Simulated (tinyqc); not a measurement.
Worked calculation (part 3 of 3): UHF in the sto-6g basis, for LiH+, spin multiplicity 2. Computed by tinyqc, a small Python program that keeps every step (integrals from PySCF). Command: `OMP_NUM_THREADS=1 python tinyqc.py 29068 29069 out.jsonl` (the two numbers bound the seeds that draw the settings). One thread of a shared host (Intel(R) Xeon(R) Processor @ 2.60GHz), about 0.1 s of CPU time with the checks.

Geometry (angstrom):
```
atom         x         y         z
Li    0.000000  0.000000  0.000000
H     0.000000  0.000000  2.419000
```

## Iteration 4: diagonalisation and new density

extrapolated F(alpha) (hartree), order 1Li 1s, 1Li 2s, 1Li 2px, 1Li 2py, 1Li 2pz, 2H 1s:
```
[[-2.761875, -0.701403, 0.000000, 0.000000, 0.000325, -0.034977],
 [-0.701403, -0.382558, 0.000000, 0.000000, -0.059308, -0.223545],
 [0.000000, 0.000000, -0.092036, 0.000000, 0.000000, 0.000000],
 [0.000000, 0.000000, 0.000000, -0.092036, 0.000000, 0.000000],
 [0.000325, -0.059308, 0.000000, 0.000000, -0.175024, -0.305837],
 [-0.034977, -0.223545, 0.000000, 0.000000, -0.305837, -0.679255]]
```

extrapolated F(beta) (hartree), order 1Li 1s, 1Li 2s, 1Li 2px, 1Li 2py, 1Li 2pz, 2H 1s:
```
[[-2.760368, -0.701051, 0.000000, 0.000000, 0.000555, -0.034340],
 [-0.701051, -0.342242, 0.000000, 0.000000, -0.003560, -0.086041],
 [0.000000, 0.000000, -0.088035, 0.000000, 0.000000, 0.000000],
 [0.000000, 0.000000, 0.000000, -0.088035, 0.000000, 0.000000],
 [0.000555, -0.003560, 0.000000, 0.000000, -0.096218, -0.103322],
 [-0.034340, -0.086041, 0.000000, 0.000000, -0.103322, 0.030215]]
```

X, order 1Li 1s, 1Li 2s, 1Li 2px, 1Li 2py, 1Li 2pz, 2H 1s:
```
[[0.353729, 0.726432, 0.000000, 0.000000, 0.585224, 0.256077],
 [-0.650196, -0.556622, 0.000000, 0.000000, 0.452578, 0.425085],
 [0.000000, 0.000000, 0.410664, 0.911787, 0.000000, 0.000000],
 [0.000000, 0.000000, 0.911787, -0.410664, 0.000000, 0.000000],
 [-0.654284, 0.538670, 0.000000, 0.000000, -0.479469, 0.411008],
 [0.842188, -0.316355, 0.000000, 0.000000, -0.268889, 0.539929]]
```

Diagonalise F' = X^T F X, C = X C', fill 2 alpha and 1 beta electrons from the bottom; D(s) = C_occ C_occ^T. Each column has its largest component positive (the first on a tie).

F' = X^T F X (alpha) (hartree):
```
[[-0.230957, -0.297737, 0.000000, 0.000000, -0.275262, -0.376190],
 [-0.297737, -1.050120, 0.000000, 0.000000, -1.112999, -0.425289],
 [0.000000, 0.000000, -0.092036, 0.000000, 0.000000, 0.000000],
 [0.000000, 0.000000, 0.000000, -0.092036, 0.000000, 0.000000],
 [-0.275262, -1.112999, 0.000000, 0.000000, -1.473047, -0.533820],
 [-0.376190, -0.425289, 0.000000, 0.000000, -0.533820, -0.899207]]
```

orbital energies (alpha) (hartree): [-2.762937, -0.704252, -0.158231, -0.092036, -0.092036, -0.027911]

coefficients C (alpha), order 1Li 1s, 1Li 2s, 1Li 2px, 1Li 2py, 1Li 2pz, 2H 1s:
```
[[0.994803, -0.050172, -0.251074, 0.000000, 0.000000, -0.075509],
 [0.021269, 0.147450, 0.994877, 0.000000, 0.000000, 0.325777],
 [0.000000, 0.000000, 0.000000, 0.782726, 0.622367, 0.000000],
 [0.000000, 0.000000, 0.000000, -0.622367, 0.782726, 0.000000],
 [0.000823, 0.158188, -0.270290, 0.000000, 0.000000, 1.009450],
 [-0.002101, 0.899099, -0.213194, 0.000000, 0.000000, -0.565111]]
```

F' = X^T F X (beta) (hartree):
```
[[-0.003008, -0.401147, 0.000000, 0.000000, -0.391532, -0.116419],
 [-0.401147, -0.997386, 0.000000, 0.000000, -1.052019, -0.565164],
 [0.000000, 0.000000, -0.088035, 0.000000, 0.000000, 0.000000],
 [0.000000, 0.000000, 0.000000, -0.088035, 0.000000, 0.000000],
 [-0.391532, -1.052019, 0.000000, 0.000000, -1.400446, -0.701973],
 [-0.116419, -0.565164, 0.000000, 0.000000, -0.701973, -0.498901]]
```

orbital energies (beta) (hartree): [-2.761424, -0.183059, -0.116100, -0.088035, -0.088035, 0.160841]

coefficients C (beta), order 1Li 1s, 1Li 2s, 1Li 2px, 1Li 2py, 1Li 2pz, 2H 1s:
```
[[0.994835, -0.243158, 0.078220, 0.000000, 0.000000, 0.077135],
 [0.021182, 0.942847, -0.319617, 0.000000, 0.000000, -0.355728],
 [0.000000, 0.000000, 0.000000, 0.511937, 0.859023, 0.000000],
 [0.000000, 0.000000, 0.000000, 0.859023, -0.511937, 0.000000],
 [0.000637, 0.145314, 0.849315, 0.000000, 0.000000, -0.612060],
 [-0.002826, 0.200641, 0.271079, 0.000000, 0.000000, 1.029290]]
```

D(alpha) after iteration 4, order 1Li 1s, 1Li 2s, 1Li 2px, 1Li 2py, 1Li 2pz, 2H 1s:
```
[[0.992151, 0.013761, 0.000000, 0.000000, -0.007118, -0.047200],
 [0.013761, 0.022194, 0.000000, 0.000000, 0.023342, 0.132528],
 [0.000000, 0.000000, 0.000000, 0.000000, 0.000000, 0.000000],
 [0.000000, 0.000000, 0.000000, 0.000000, 0.000000, 0.000000],
 [-0.007118, 0.023342, 0.000000, 0.000000, 0.025024, 0.142225],
 [-0.047200, 0.132528, 0.000000, 0.000000, 0.142225, 0.808384]]
```

D(beta) after iteration 4, order 1Li 1s, 1Li 2s, 1Li 2px, 1Li 2py, 1Li 2pz, 2H 1s:
```
[[0.989697, 0.021073, 0.000000, 0.000000, 0.000633, -0.002812],
 [0.021073, 0.000449, 0.000000, 0.000000, 0.000013, -0.000060],
 [0.000000, 0.000000, 0.000000, 0.000000, 0.000000, 0.000000],
 [0.000000, 0.000000, 0.000000, 0.000000, 0.000000, 0.000000],
 [0.000633, 0.000013, 0.000000, 0.000000, 0.000000, -0.000002],
 [-0.002812, -0.000060, 0.000000, 0.000000, -0.000002, 0.000008]]
```

Within a degenerate level the vectors are fixed only up to a rotation; this is one choice.

## Iteration 6 (converged): orbitals

converged F(alpha) (hartree), order 1Li 1s, 1Li 2s, 1Li 2px, 1Li 2py, 1Li 2pz, 2H 1s:
```
[[-2.761859, -0.701421, 0.000000, 0.000000, 0.000308, -0.034985],
 [-0.701421, -0.382559, 0.000000, 0.000000, -0.059319, -0.223524],
 [0.000000, 0.000000, -0.092033, 0.000000, 0.000000, 0.000000],
 [0.000000, 0.000000, 0.000000, -0.092033, 0.000000, 0.000000],
 [0.000308, -0.059319, 0.000000, 0.000000, -0.175044, -0.305830],
 [-0.034985, -0.223524, 0.000000, 0.000000, -0.305830, -0.679228]]
```

converged F(beta) (hartree), order 1Li 1s, 1Li 2s, 1Li 2px, 1Li 2py, 1Li 2pz, 2H 1s:
```
[[-2.760376, -0.701040, 0.000000, 0.000000, 0.000563, -0.034337],
 [-0.701040, -0.342235, 0.000000, 0.000000, -0.003558, -0.086043],
 [0.000000, 0.000000, -0.088030, 0.000000, 0.000000, 0.000000],
 [0.000000, 0.000000, 0.000000, -0.088030, 0.000000, 0.000000],
 [0.000563, -0.003558, 0.000000, 0.000000, -0.096214, -0.103327],
 [-0.034337, -0.086043, 0.000000, 0.000000, -0.103327, 0.030180]]
```

As before.

F' = X^T F X (alpha) (hartree):
```
[[-0.230974, -0.297722, 0.000000, 0.000000, -0.275251, -0.376167],
 [-0.297722, -1.050098, 0.000000, 0.000000, -1.112987, -0.425316],
 [0.000000, 0.000000, -0.092033, 0.000000, 0.000000, 0.000000],
 [0.000000, 0.000000, 0.000000, -0.092033, 0.000000, 0.000000],
 [-0.275251, -1.112987, 0.000000, 0.000000, -1.473040, -0.533827],
 [-0.376167, -0.425316, 0.000000, 0.000000, -0.533827, -0.899202]]
```

orbital energies (alpha) (hartree): [-2.762922, -0.704223, -0.158228, -0.092033, -0.092033, -0.027942]

coefficients C (alpha), order 1Li 1s, 1Li 2s, 1Li 2px, 1Li 2py, 1Li 2pz, 2H 1s:
```
[[0.994801, -0.050172, -0.251088, 0.000000, 0.000000, -0.075496],
 [0.021278, 0.147426, 0.994907, 0.000000, 0.000000, 0.325696],
 [0.000000, 0.000000, 0.000000, 0.065233, 0.997870, 0.000000],
 [0.000000, 0.000000, 0.000000, 0.997870, -0.065233, 0.000000],
 [0.000829, 0.158207, -0.270205, 0.000000, 0.000000, 1.009470],
 [-0.002100, 0.899099, -0.213214, 0.000000, 0.000000, -0.565103]]
```

F' = X^T F X (beta) (hartree):
```
[[-0.003026, -0.401150, 0.000000, 0.000000, -0.391532, -0.116439],
 [-0.401150, -0.997394, 0.000000, 0.000000, -1.052029, -0.565154],
 [0.000000, 0.000000, -0.088030, 0.000000, 0.000000, 0.000000],
 [0.000000, 0.000000, 0.000000, -0.088030, 0.000000, 0.000000],
 [-0.391532, -1.052029, 0.000000, 0.000000, -1.400450, -0.701962],
 [-0.116439, -0.565154, 0.000000, 0.000000, -0.701962, -0.498908]]
```

orbital energies (beta) (hartree): [-2.761431, -0.183061, -0.116101, -0.088030, -0.088030, 0.160815]

coefficients C (beta), order 1Li 1s, 1Li 2s, 1Li 2px, 1Li 2py, 1Li 2pz, 2H 1s:
```
[[0.994837, -0.243145, 0.078239, 0.000000, 0.000000, 0.077137],
 [0.021177, 0.942818, -0.319687, 0.000000, 0.000000, -0.355742],
 [0.000000, 0.000000, 0.000000, -0.137798, 0.990460, 0.000000],
 [0.000000, 0.000000, 0.000000, 0.990460, 0.137798, 0.000000],
 [0.000633, 0.145341, 0.849276, 0.000000, 0.000000, -0.612107],
 [-0.002826, 0.200689, 0.271120, 0.000000, 0.000000, 1.029270]]
```

D(alpha) after iteration 6, order 1Li 1s, 1Li 2s, 1Li 2px, 1Li 2py, 1Li 2pz, 2H 1s:
```
[[0.992146, 0.013771, 0.000000, 0.000000, -0.007113, -0.047199],
 [0.013771, 0.022187, 0.000000, 0.000000, 0.023341, 0.132506],
 [0.000000, 0.000000, 0.000000, 0.000000, 0.000000, 0.000000],
 [0.000000, 0.000000, 0.000000, 0.000000, 0.000000, 0.000000],
 [-0.007113, 0.023341, 0.000000, 0.000000, 0.025030, 0.142242],
 [-0.047199, 0.132506, 0.000000, 0.000000, 0.142242, 0.808384]]
```

D(beta) after iteration 6, order 1Li 1s, 1Li 2s, 1Li 2px, 1Li 2py, 1Li 2pz, 2H 1s:
```
[[0.989700, 0.021068, 0.000000, 0.000000, 0.000630, -0.002811],
 [0.021068, 0.000448, 0.000000, 0.000000, 0.000013, -0.000060],
 [0.000000, 0.000000, 0.000000, 0.000000, 0.000000, 0.000000],
 [0.000000, 0.000000, 0.000000, 0.000000, 0.000000, 0.000000],
 [0.000630, 0.000013, 0.000000, 0.000000, 0.000000, -0.000002],
 [-0.002811, -0.000060, 0.000000, 0.000000, -0.000002, 0.000008]]
```

Within a degenerate level the vectors are fixed only up to a rotation; this is one choice.

## Convergence

Stop when the energy changes by less than 1e-09 hartree and every element of the error matrix X^T (F D S - S D F) X (for each spin) is below 9e-06.

Course of the cycle:
```
iteration  E (hartree)     change  largest element of the error matrix
1          -7.56481464          -                             1.46e-01
2          -7.68156439  -1.17e-01                             8.28e-02
3          -7.70510787  -2.35e-02                             2.28e-02
4          -7.70684209  -1.73e-03                             1.34e-04
5          -7.70684216  -7.28e-08                             1.40e-05
6          -7.70684216  -6.60e-10                             1.17e-06
```

PySCF UHF in the same basis, after a stability check = -7.70684216 hartree

Converged in 6 iterations.

## Populations, bond orders and dipole

overlap S, order 1Li 1s, 1Li 2s, 1Li 2px, 1Li 2py, 1Li 2pz, 2H 1s:
```
[[1.000000, 0.235742, 0.000000, 0.000000, 0.000000, 0.011217],
 [0.235742, 1.000000, 0.000000, 0.000000, 0.000000, 0.214905],
 [0.000000, 0.000000, 1.000000, 0.000000, 0.000000, 0.000000],
 [0.000000, 0.000000, 0.000000, 1.000000, 0.000000, 0.000000],
 [0.000000, 0.000000, 0.000000, 0.000000, 1.000000, 0.315893],
 [0.011217, 0.214905, 0.000000, 0.000000, 0.315893, 1.000000]]
```

Mulliken: Z minus the diagonal of D S on the atom; Loewdin: the same with S^(1/2) D S^(1/2); Mayer order: 2 sum_s sum (D(s) S)_ij (D(s) S)_ji over the two atoms.

Charges (e):
```
atom  Mulliken   Loewdin  Mulliken spin
1Li   0.881227  0.853005       0.118699
2H    0.118773  0.146995       0.881301
```

Mayer bond orders:
```
pair     order
2-1   0.209202
```

dipole moment about the origin, x y z (debye): [0.000000, 0.000000, 0.627922]

<S^2> of the determinant (pure state: 0.75) = 0.750000
